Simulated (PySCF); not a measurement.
NO, SMILES [N]=O (connectivity only; charge and spin as stated), charge +1, multiplicity 1. Coordinates come from a PBE0-D3(BJ)/def2-TZVPD optimisation.

TDDFT-CAM-B3LYP/def2-TZVPD (PySCF) puts the lowest singlet excitations at 10.10, 10.10, 10.58, 11.14, 11.14, 15.86 eV.

Q: What are the lowest excitation roots from ADC(2)/aug-cc-pVDZ run with PySCF 2.14.0? (The exact figures need the calculation; the answer reports its results.)

A: 10.52, 10.52, 11.69, 12.28, 12.28, 16.08 eV. S1 differs by 0.42 eV (second minus first; roots are paired by order, and the bases may differ).
